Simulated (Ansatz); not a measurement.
**BH3Cl (doublet): the correlation ladder at distance Cl1–H2 along a hydrogen transfer = 1.559 Å, cc-pVDZ**

Aim: climb from Hartree-Fock through coupled cluster and multireference methods for BH3Cl (doublet) at one geometry and basis, and see what each rung misses.

The runs use Ansatz 0.2.0, Gaussian basis; cc-pVDZ, core rule «outside noble gas», up to 6 orbitals frozen.

Plan: UHF; CCSD(T) on ROHF; CCSD(T) on UHF; BCCD(T) on ROHF; CISD; CCSDT(Q) on ROHF; CCSDT(Q) on UHF; CASSCF and MRCISD+Q, 3 electrons in 3 orbitals; CASSCF and NEVPT2, 3 electrons in 3 orbitals.

12 further runs of the same task are left out: 5 for a known fault of the program, 1 for a mislabelled method, 6 that didn't finish.

### 1 The geometry

The geometry derives from fragments relaxed apart (PBE0/def2-TZVP) and kept rigid, so it is no stationary point. A hydrogen atom is moved between rigid fragments.

5 atoms, charge 0, spin multiplicity 2.

Atoms are counted from 1 here; the program's logs count them from 0.

Bond lengths: Cl1–H2 1.559 Å, B3–H4 1.191 Å, B3–H5 1.191 Å. Angles: H4–B3–H5 129.4°.

### 2 UHF

Input file in.yaml:

```yaml
crystal:
  periodic: [false, false, false]
  atoms:
    - {symbol: Cl, position_ang: [-0.859981, 0.000000, 0.000000]}
    - {symbol: H, position_ang: [0.699019, 0.000000, 0.000000]}
    - {symbol: B, position_ang: [2.242019, 0.000000, 0.000000]}
    - {symbol: H, position_ang: [2.751092, 0.000000, 1.077008]}
    - {symbol: H, position_ang: [2.751092, 0.000000, -1.077008]}
basis:
  gaussian: {orbitals: cc-pVDZ}
magnetization: {spin_polarized: true, initial_magnetization: 1}
hamiltonian: {xc: hf}
output: {orbitals: {seedname: orbitals}}
```

The run is started by

```bash
$ ansatz run in.yaml --threads 1 --pin off --events-out ev --progress --plain --max-ram 2393MiB
```

Further steps of the session: CCSD(T) on ROHF; CCSD(T) on UHF; BCCD(T) on ROHF; CISD; CCSDT(Q) on ROHF; CCSDT(Q) on UHF; CASSCF and MRCISD+Q, 3 electrons in 3 orbitals; CASSCF and NEVPT2, 3 electrons in 3 orbitals.

Before running them: what should the planned runs give, taken together? Wanted: UCCSDT(Q) below the RHF energy; RMP2 from UCCSDT(Q); UMP2 from UCCSDT(Q); RCCSD from UCCSDT(Q); RCCSD(T) from UCCSDT(Q); UCCSD(T) from UCCSDT(Q); RCCSDT(Q) from UCCSDT(Q); NEVPT2 pair from UCCSDT(Q); MRCISD+Q pair from UCCSDT(Q).

**Answer**, as computed:

```
                         quantity                                                                  value
   UCCSDT(Q) below the RHF energy                                                             -7.4158 eV
              RMP2 from UCCSDT(Q)                                                          +108.0 kJ/mol
              UMP2 from UCCSDT(Q)                                                          +114.4 kJ/mol
             RCCSD from UCCSDT(Q)                                                           +16.5 kJ/mol
          RCCSD(T) from UCCSDT(Q)                                                            +3.1 kJ/mol
          UCCSD(T) from UCCSDT(Q)                                                            +3.2 kJ/mol
         RCCSDT(Q) from UCCSDT(Q)                                                             0.0 kJ/mol
       NEVPT2 pair from UCCSDT(Q)                                                          +105.2 kJ/mol
     MRCISD+Q pair from UCCSDT(Q)                                                            +4.1 kJ/mol
levels within 1 kcal/mol (43 meV)  RCCSD(T), UCCSD(T), BCCD(T), RCCSDT, UCCSDT, RCCSDT(Q), MRCISD+Q pair
                    T1 diagnostic                                                                  0.020
```

RCCSD(T) lands +3.1 kJ/mol from the yardstick (0.4 % of the correlation energy). Of the multireference levels listed MRCISD+Q pair comes nearest in total energy (+4.1 kJ/mol), which doesn't show that its space is the better one. These misses are within one basis, not against nature; the frozen cores of restricted and unrestricted runs differ, which can shift their rows.
